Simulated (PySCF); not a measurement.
C3H3ClN2.
Atom-mapped SMILES: `[Cl:1][c:2]1[cH:3][n:4][nH:5][cH:6]1` (hydrogens: H7 on C3; H8 on N5; H9 on C6)

Computed by this run: PBE0-D3(BJ)/def2-SVP geometry optimisation, gas phase (PySCF 2.14.0); density fitting, grid level 1; the optimiser is geomeTRIC in internal coordinates, started from a GFN2-xTB structure with every atom displaced at random (about 0.01 Å).

Step 0: E = -18642.1288 eV
```
atom  x, y, z in Å  |  force x, y, z in eV/Å
Cl1     1.4570    0.5953   -0.4359   -0.337  -0.088   0.054
C2     -0.1226   -0.0462   -0.1642    0.490   0.856  -0.177
C3     -0.4766   -1.3987   -0.0118    3.239   0.226  -0.360
N4     -1.7187   -1.5171    0.1876   -4.198  -0.862   0.528
N5     -2.2541   -0.2971    0.1540    1.544  -0.104  -0.104
C6     -1.3097    0.6522   -0.0490    0.342  -0.578  -0.013
H7      0.1951   -2.2549   -0.0271   -0.010  -0.082  -0.019
H8     -3.2249   -0.1431    0.2903   -0.932  -0.092   0.158
H9     -1.5234    1.6981   -0.0812   -0.138   0.725  -0.068
```

Step 1: E = -18642.2656 eV
```
atom  x, y, z in Å  |  force x, y, z in eV/Å
Cl1     1.4415    0.6124   -0.4358    0.180   0.080  -0.027
C2     -0.1084   -0.0444   -0.1620   -0.079   0.013   0.041
C3     -0.4497   -1.4015   -0.0065   -0.793  -0.112   0.055
N4     -1.7704   -1.5296    0.1843    0.853  -0.130  -0.038
N5     -2.2373   -0.2949    0.1619   -0.524   0.082   0.033
C6     -1.2983    0.6521   -0.0437    0.068   0.184  -0.029
H7      0.1994   -2.2728   -0.0325    0.035  -0.036  -0.005
H8     -3.2362   -0.1510    0.2921    0.246   0.031  -0.041
H9     -1.5185    1.7181   -0.0952    0.014  -0.112   0.011
```

Task: Estimate the geometry and energy of step 2. (The exact step hangs on the optimiser's Hessian estimate; all steps are aligned on step 1, rigid shifts and turns removed.)

Result: E = -18642.2727 eV, largest force 0.369 eV/Å
```
atom  x, y, z in Å  |  force x, y, z in eV/Å
Cl1     1.4480    0.6207   -0.4325    0.003  -0.017  -0.003
C2     -0.1057   -0.0441   -0.1606   -0.126   0.081  -0.032
C3     -0.4548   -1.4016   -0.0105   -0.314  -0.134   0.140
N4     -1.7638   -1.5305    0.1959    0.312  -0.070  -0.148
N5     -2.2432   -0.2958    0.1621    0.067   0.036   0.038
C6     -1.2982    0.6490   -0.0453    0.021   0.089  -0.014
H7      0.1944   -2.2746   -0.0386    0.014   0.001   0.009
H8     -3.2363   -0.1465    0.2901    0.027   0.004   0.009
H9     -1.5183    1.7118   -0.0980   -0.004   0.009   0.001
```

The energy changes by -0.0071 eV. The first-order estimate −F·Δx gives -0.0140 eV and the mean of the old and new forces, exact on a quadratic surface, -0.0071 eV. The step makes an angle of 63° with the force vector and moves no atom by more than 0.013 Å.

What follows is the cost of the whole optimisation. Time: 21 s of wall time; peak memory 0.43 GiB. Hardware: one thread, Arm Neoverse V2 (aarch64), on a shared host.
